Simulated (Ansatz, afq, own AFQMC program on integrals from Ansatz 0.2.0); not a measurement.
# AFQMC, coupled cluster and functionals along a coordinate of AlGeH₅, singlet

```xyz
7

Ge    0.0000    0.0009    0.6854
Al    0.0000    0.0010   -1.7933
H     0.0000    1.4090    1.3103
H     1.2327   -0.7388    1.2465
H    -1.2327   -0.7388    1.2465
H     0.0000    1.3582   -2.6174
H     0.0000   -1.3819   -2.5741
```

The Ge1–Al2 distance is changed with both sides rigid. Energies in kJ/mol count from this geometry (2.479 Å) at the same level; the start stands on RHF, each point on the determinant named.

Basis 6-31G. Only valence electrons are correlated. Integrals, coupled cluster, full CI and functionals: Ansatz 0.2.0; the random walks run on the same integrals in our own AFQMC program. ph-AFQMC/CISD is guided by a CISD state made of CCSD amplitudes; releasing the constraint for a short imaginary time cuts its bias at the price of noise, slowly where states lie close. Error bars are statistical, one sigma. No spin–orbit coupling.

Cautions, each for one point or more: (T) is large; cluster runs in doubt by the program's own checks; higher spins were not checked; inner d shell frozen; no relativity below Rb; no spin-orbit coupling; restricted determinant unstable towards unrestricted; strong correlation.

```json
{"r(Ge1–Al2) / Å": "2.205", "det.": "RHF", "T1": "0.011", "weight": "0.91", "B2PLYP": "47.4", "B3LYP": "44.3", "CCSD(T)": "55.8"}
{"r(Ge1–Al2) / Å": "2.724", "det.": "RHF", "T1": "0.010", "weight": "0.90", "B2PLYP": "15.4", "B3LYP": "15.7", "CCSD(T)": "10.3"}
{"r(Ge1–Al2) / Å": "3.357", "det.": "RHF", "T1": "0.012", "weight": "0.88", "B2PLYP": "122.7", "B3LYP": "120.1", "CCSD(T)": "106.0"}
{"r(Ge1–Al2) / Å": "6.846", "det.": "RHF¶", "T1": "0.055", "weight": "0.52", "B2PLYP": "271.3§", "B3LYP": "278.7§", "CCSD(T)": "234.6"}
```

(1) Estimate the curve of phaseless AFQMC with a CISD trial, counted from the same start.

## Answers

(1) 
| r(Ge1–Al2) / Å | det. | T1 | weight | ph-AFQMC/CISD | released AFQMC |
| --- | --- | --- | --- | --- | --- |
| 2.205 | RHF | 0.011 | 0.91 | 57.1 ± 0.8 | – |
| 2.724 | RHF | 0.010 | 0.90 | 11.1 ± 0.8 | 9.9 ± 0.7 |
| 3.357 | RHF | 0.012 | 0.88 | 106.2 ± 1.0 | 104.9 ± 0.9* |
| 6.846 | RHF¶ | 0.055 | 0.52 | 252.9 ± 3.2 | 255.4 ± 4.6* |

Weight is that of the determinant in the CISD state; at the start T1 is 0.011 and the weight 0.91. ¶ marks points with a poor determinant and no full CI, where no value is sure; they don't count among the departures. An asterisk marks released energies that aren't shown to be converged. A dash marks a missing value, a released energy that hasn't settled or a functional that sits on another state. § marks a functional whose ⟨S²⟩ is too high by over 0.1. Largest departures from phaseless AFQMC with a CISD trial: CCSD(T) -1.3 kJ/mol at 2.205 (on RHF) (within the noise), B2PLYP 16.5 kJ/mol at 3.357, B3LYP 13.9 kJ/mol at 3.357. The walk's constraint bias lies outside its error bars, so these are departures and not errors. Functionals count only at points shown to share the start's state and spin. In this small basis the wave-function levels are far from their limit, so their gap to the functionals isn't the functionals' error.

A walk keeps the symmetry of its determinant, which the program's search chose and which needn't be the lowest solution, so a lower state of the same spin and another symmetry isn't excluded.
